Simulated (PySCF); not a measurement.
## One molecule, many functionals

C₃H₇F.
SMILES with atom numbers: `[CH3:1][CH:2]([CH3:3])[F:4]` (hydrogens: H5, H6, H7 on C1; H8 on C2; H9, H10, H11 on C3)

Structure used (PBE0-D3(BJ)/def2-SVP), in Å, numbered top down from 1:
```xyz
11
C3H7F angstrom
C     -1.1931   -0.4429    0.2127
C     -0.1150    0.5306   -0.2052
C      1.2856   -0.0290   -0.1051
F     -0.1980    1.6519    0.6043
H     -1.0274   -0.7747    1.2493
H     -1.1940   -1.3287   -0.4398
H     -2.1832    0.0318    0.1563
H     -0.3049    0.8730   -1.2394
H      1.4939   -0.3546    0.9258
H      1.4101   -0.8933   -0.7743
H      2.0258    0.7351   -0.3822
```

Linear-response calculations in the def2-SVPD basis (PySCF; singlets by full response, triplets Tamm–Dancoff, core orbitals frozen in the response; HF means time-dependent Hartree–Fock). 'Strongest' is the level of largest summed f among the singlets computed (10 roots, of which the last may lack a degenerate partner); it can jump between rows when another state enters that window. S1 is the lowest singlet of each run and needn't be the same state throughout; f(S1) is that of one state. Geometry: PBE0-D3(BJ)/def2-SVP; no solvent, vibrations or thermal averaging.

```json
{"functional": "LDA", "kind": "LDA", "S1 (eV)": "7.72", "f(S1)": "0.008", "strongest (eV)": "8.72", "T1 (eV)": "7.57", "HOMO (eV)": "-7.66", "gap (eV)": "7.66", "ionisation energy, ΔSCF (eV)": "11.19"}
{"functional": "PBE", "kind": "GGA", "S1 (eV)": "7.72", "f(S1)": "0.009", "strongest (eV)": "8.69", "T1 (eV)": "7.53", "HOMO (eV)": "-7.59", "gap (eV)": "7.64", "ionisation energy, ΔSCF (eV)": "11.12"}
{"functional": "B3LYP", "kind": "global hybrid, 20% exact exchange", "S1 (eV)": "8.50", "f(S1)": "0.007", "strongest (eV)": "9.43", "T1 (eV)": "8.27", "HOMO (eV)": "-9.02", "gap (eV)": "9.45", "ionisation energy, ΔSCF (eV)": "11.62"}
{"functional": "BHandHLYP", "kind": "global hybrid, 50% exact exchange", "S1 (eV)": "9.45", "f(S1)": "0.006", "strongest (eV)": "10.37", "T1 (eV)": "9.06", "HOMO (eV)": "-10.78", "gap (eV)": "11.98", "ionisation energy, ΔSCF (eV)": "12.00"}
{"functional": "CAM-B3LYP", "kind": "range-separated hybrid", "S1 (eV)": "8.96", "f(S1)": "0.007", "strongest (eV)": "9.90", "T1 (eV)": "8.63", "HOMO (eV)": "-10.72", "gap (eV)": "12.07", "ionisation energy, ΔSCF (eV)": "11.83"}
{"functional": "HF", "kind": "Hartree–Fock", "S1 (eV)": "10.59", "f(S1)": "0.010", "strongest (eV)": "11.45", "T1 (eV)": "9.74", "HOMO (eV)": "-13.11", "gap (eV)": "15.81", "ionisation energy, ΔSCF (eV)": "not settled"}
```

Task: What does PBE0 (global hybrid, 25% exact exchange) give?

Result: S1 (eV) 8.75, f(S1) 0.006, strongest (eV) 9.67, T1 (eV) 8.45, HOMO (eV) -9.21, gap (eV) 9.96, ionisation energy, ΔSCF (eV) 11.60. S1 runs from 7.72 eV (PBE) to 10.59 eV (HF), a spread of 2.87 eV, while the orbital gap spreads over 8.2 eV. Along PBE (0%), B3LYP (20%), PBE0 (25%), BHandHLYP (50%), HF (100%) S1 rises with the share of exact exchange. −ε(HOMO) comes closest to its own ΔSCF ionisation energy with CAM-B3LYP (-1.11 eV) and misses most with LDA (-3.53 eV). 'Not settled' means that the ion's SCF failed to converge or may have ended in another state than the lowest.
